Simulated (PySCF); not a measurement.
Constants of NaLi, step by step

State: ¹Σ⁺, singlet, closed shell. De refers to Na + Li. RHF-based CCSD(T) in PySCF 2.14 with Na cc-pCVDZ, Li aug-cc-pVDZ and Na cc-pCVTZ, Li aug-cc-pVTZ (frozen core orbitals: 2; no relativity). Correlation energies are extrapolated as n⁻³ (n = 2, 3), Hartree–Fock as (n+1)·exp(−9√n). CV is the change on freezing 1 orbitals instead, in Na cc-pCVTZ, Li cc-pCVTZ. SR is the spin-free X2C energy in Na cc-pCVTZ-DK, Li cc-pVTZ-DK less the non-relativistic one in Na cc-pCVTZ, Li cc-pVTZ.

```json
{"Level": "CCSD(T)/DZ", "Re (Å)": "2.9425", "ωe (cm⁻¹)": "241.8", "ωexe (cm⁻¹)": "1.27", "αe (cm⁻¹)": "n/a", "De (eV)": "0.838"}
{"Level": "CCSD(T)/TZ", "Re (Å)": "2.9141", "ωe (cm⁻¹)": "252.3", "ωexe (cm⁻¹)": "1.60", "αe (cm⁻¹)": "0.00310", "De (eV)": "0.867"}
{"Level": "HF/CBS", "Re (Å)": "2.9995", "ωe (cm⁻¹)": "248.6", "ωexe (cm⁻¹)": "1.10", "αe (cm⁻¹)": "0.00232", "De (eV)": "0.062"}
{"Level": "MP2/CBS", "Re (Å)": "2.9151", "ωe (cm⁻¹)": "259.3", "ωexe (cm⁻¹)": "1.35", "αe (cm⁻¹)": "0.00277", "De (eV)": "0.655"}
{"Level": "CCSD/CBS", "Re (Å)": "2.9070", "ωe (cm⁻¹)": "256.5", "ωexe (cm⁻¹)": "1.61", "αe (cm⁻¹)": "0.00313", "De (eV)": "0.854"}
{"Level": "CCSD(T)/CBS", "Re (Å)": "2.9023", "ωe (cm⁻¹)": "255.7", "ωexe (cm⁻¹)": "1.68", "αe (cm⁻¹)": "0.00324", "De (eV)": "0.875"}
{"Level": "CCSD(T)/CBS+CV", "Re (Å)": "2.8913", "ωe (cm⁻¹)": "257.1", "ωexe (cm⁻¹)": "1.71", "αe (cm⁻¹)": "0.00329", "De (eV)": "0.879"}
{"Level": "CCSD(T)/CBS+CV+SR", "Re (Å)": "2.8896", "ωe (cm⁻¹)": "257.2", "ωexe (cm⁻¹)": "1.69", "αe (cm⁻¹)": "0.00324", "De (eV)": "0.878"}
```

Problem. How much is left between CCSD(T)/TZ and the basis-set limit, and how much do the triples give at the limit?

Solution. CCSD(T)/CBS less CCSD(T)/TZ: -11.8 mÅ in Re, +3.4 cm⁻¹ in ωe and +0.008 eV in De. CCSD(T)/CBS less CCSD/CBS: -4.7 mÅ in Re, -0.8 cm⁻¹ in ωe and +0.021 eV in De.

Problem. What do the later terms add?

Solution. CV: -11.0 mÅ in Re, +1.4 cm⁻¹ in ωe and +0.004 eV in De; SR: -1.7 mÅ in Re, +0.1 cm⁻¹ in ωe and -0.001 eV in De, each against the row above.

The T1 diagnostic is 0.008. The open-shell atoms are computed with UHF. Spin–orbit coupling, excitations beyond (T) and corrections to the Born–Oppenheimer picture are left out.

The whole job (state search and all basis sets along the bond) took about 2.7 min on 4 threads of Intel Xeon 6975P-C (shared host), peak memory 2.9 GiB.
